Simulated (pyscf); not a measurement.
Four-centre exchange: Cl–GeH: [singlet] + ammonia (NH₃) -> H₂N–Ge:–Cl [singlet] + hydrogen (H₂)

Gas phase, singlet surface, charge 0. Bonds broken: Ge1–H3, N4–H5. Bonds formed: Ge1–N4, H3–H5. Structures and frequencies: ωB97X-D3(BJ)/def2-SVP in PySCF.

Transition state (Å):

```xyz
7

Ge    -0.4280     0.9847    -0.6273
Cl     1.4089     1.1021     0.5957
H      0.1775    -0.5461    -1.6046
N     -1.0906    -0.6502     0.3222
H     -0.3510    -0.9223    -0.8703
H     -0.5820    -0.8868     1.1730
H     -2.0939    -0.7570     0.4606
```

One imaginary mode, 1463i cm⁻¹; descent along it reached the two sides named, in the forms told below.

| bond | change | reactant side (Å) | saddle | product side |
|---|---|---|---|---|
| Ge1–H3 | breaks | 1.599 | 1.914 | 3.7 |
| N4–H5 | breaks | 1.023 | 1.429 | 3.9 |
| Ge1–N4 | forms | 2.187 | 2.003 | 1.805 |
| H3–H5 | forms | 2.8 | 0.980 | 0.761 |

Electronic energies relative to the separated reactants (kcal/mol):

```
level                   barrier  reaction energy  reverse barrier
----------------------  -------  ---------------  ---------------
ωB97X-D3(BJ)/def2-TZVP     12.0            -19.1             31.0
PBE/def2-TZVP               8.0            -18.0             26.1
r²SCAN/def2-TZVP            8.1            -20.0             28.1
B3LYP-D3(BJ)/def2-TZVP     12.1            -18.4             30.4
PBE0-D3(BJ)/def2-TZVP       9.3            -17.6             26.9
M06-2X/def2-TZVP           11.4            -20.8             32.2
ωB97M-D3(BJ)/def2-TZVP     13.4            -17.3             30.7
HF/def2-TZVP               30.3            -12.6             42.9
```

With ωB97M-D3(BJ)/def2-TZVP energies and thermal terms (ideal gas, 1 atm, RRHO with modes under 100 cm⁻¹ raised to 100, one conformer, R ln 2 for chiral ones without a mode under 150 cm⁻¹), in kcal/mol:

```json
[
 {"T (K)": "298", "ΔH‡": "11.5", "ΔG‡": "21.8", "ΔH": "-19.8", "ΔG": "-17.6"},
 {"T (K)": "600", "ΔH‡": "11.8", "ΔG‡": "32.2", "ΔH": "-18.5", "ΔG": "-15.9"},
 {"T (K)": "900", "ΔH‡": "12.6", "ΔG‡": "42.2", "ΔH": "-17.5", "ΔG": "-14.8"},
 {"T (K)": "1200", "ΔH‡": "13.5", "ΔG‡": "51.9", "ΔH": "-16.8", "ΔG": "-14.1"}
]
```

On the reactant side the descent ends in an adduct with a Ge–N contact (not fully relaxed), 26.2 kcal/mol under the separated species and 38.1 kcal/mol under the saddle at ωB97X-D3(BJ)/def2-TZVP. What is counted as formed (Ge–N) is already present as a longer contact in the reactant adduct; forming that adduct is a step of its own. At the saddle there is also a short Ge–H contact that neither side keeps. This is the saddle that the search found; another between the same sides may lie lower. Elements up to Kr have no core potential and no relativistic terms here.
